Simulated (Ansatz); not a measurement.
Energy needed to pull apart C3H2 (SMILES C1=CC=1), singlet, into free ground-state atoms, from the structure below (displaced at random from a GFN2-xTB minimum); no zero-point or spin–orbit terms; open-shell atoms are treated unrestricted, in their ground-state multiplicity.

```
atom    x (Å)    y (Å)    z (Å)
  C1  -0.4041  -0.0740   1.1487
  C2  -0.3738  -0.5134  -0.1607
  C3   0.3674   0.4771   0.1713
  H4  -0.6571  -1.1805  -0.9755
  H5   1.0294   1.2407  -0.1577
```

Program: Ansatz 0.2.0. Basis: def2-TZVPP. Cores are frozen in the correlated methods.

```tsv
method	atomization energy (kcal/mol)
PBE-D4	533.1
r2SCAN-D4	514.2
PBE0-D4	?
r2SCANh-D4	510.6
HSE06-D4	521.9
wB97M-V	516.6
HF	?
MP2	510.0
CCSD	483.8
CCSD(T)	493.8
```

Task: What does PBE0-D4 give? (Judge from chemistry; the value comes from the calculation.)

Result: Computed: 521.5 kcal/mol, which is about 27.7 kcal/mol more than CCSD(T)/def2-TZVPP.

Task: What does HF give? (An estimate is asked for; the value comes from the calculation.)

Result: Computed: 367.6 kcal/mol, which is about 126.2 kcal/mol less than CCSD(T)/def2-TZVPP.

In triple zeta the MP2 and coupled-cluster atomization energies are still short of their basis limit by a few kcal/mol a bond, whereas those of the functionals are nearly converged, so these differences are not deviations from converged CCSD(T).

T1 diagnostic: at most 0.011.

For scale, one of the runs: CCSD(T)/def2-TZVPP forces, 121 basis functions (an equivalent command: `ansatz run in.yaml --threads 4`). The run took 15 s on 4 CPU threads (shared host), with 0.94 GiB of host memory at its peak.
